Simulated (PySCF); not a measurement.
# P₂ and its ions

r²SCAN; P def2-TZVPPD; no relativity (PySCF 2.14). Neutral (UKS): singlet (closed shell), Re = 1.890 Å, ωe = 814 cm⁻¹, De = 4.90 eV, HOMO -7.38 eV, LUMO -3.32 eV.

P₂⁺ (UKS): doublet (π ↑), Re = 1.977 Å, ωe = 707 cm⁻¹, De = 5.12 eV to P⁺ + P. The energies at the minima are -682.65620 hartree for P2 and -682.27361 for P₂⁺.

Q: Work out the adiabatic ionisation energy, without and with harmonic zero-point energies (1 hartree = 27.2114 eV, 1 eV = 8065.5 cm⁻¹), and the change of the bond length.

A: At r²SCAN: 0.38259 hartree = 10.411 eV between the minima; the zero-point term (707.0 − 814.0)/2 cm⁻¹ = -0.007 eV makes it 10.404 eV. Re changes by +8.7 pm against the neutral. Minus the HOMO energy is 7.38 eV, -3.03 eV from the value between the minima; self-interaction puts the Kohn–Sham level too high, less so with exact exchange. The electron leaves a π orbital, and the longer bond of the ion fits a bonding orbital, or a change in how ionic the bond is.

States were picked by a PBE0 search and need not be the measured ground states.
